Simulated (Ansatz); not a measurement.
Ansatz (a quantum-chemistry and plane-wave program) input (CCSD(T)/cc-pV(D+d)Z):
A basis named .json is the Basis Set Exchange file of that set.

Ansatz 0.2 input:
```yaml
crystal:
  periodic: [false, false, false]
  atoms:
    - {symbol: S, position_ang: [-0.00000000, -0.00000000, -1.55168481]}
    - {symbol: C, position_ang: [0.00000000, 0.00000000, 0.00000000]}
    - {symbol: S, position_ang: [0.00000000, 0.00000000, 1.55168481]}
basis:
  gaussian:
    orbitals: cc-pV_D+d_Z.json
total_charge: 1
magnetization: {spin_polarized: true, initial_magnetization: 1}
correlation: {method: ccsd_t, electrons: outside_noble_gas}
```

End of the output:

```
determinant -22653.15433216 eV, -832.4880668473 hartree, with singles and doubles -22662.92095866 eV, -832.8469837513 hartree
11 core orbitals not correlated
reference -22656.54125785 eV, -832.6125340709 hartree; 8, 7 occupied and 41, 42 virtual orbitals, 593 factors
second order -9.23260566 eV of doubles, -0.00000000 eV of singles
coupled cluster: 0.18 GiB planned
cycle   1  -10.35890914 eV  change   -1.6e-3 eV  update   2.1e-3
cycle   2  -10.36010649 eV  change   -1.2e-3 eV  update   1.3e-3
cycle   3  -10.36064609 eV  change   -5.4e-4 eV  update   5.7e-4
cycle   4  -10.36115714 eV  change   -5.1e-4 eV  update   2.5e-4
cycle   5  -10.36195740 eV  change   -8.0e-4 eV  update   8.5e-5
cycle   6  -10.36210207 eV  change   -1.4e-4 eV  update   3.5e-5
cycle   7  -10.36209111 eV  change    1.1e-5 eV  update   1.1e-5
coupled cluster: 0.18 GiB planned
perturbative correction -0.54465949 eV, -0.0200158671 hartree
Total energy: -22667.44800846 eV, -833.0133497627 hartree
```

The determinant is spin-contaminated: <S^2> is 1.02 against 0.75 for a pure state.
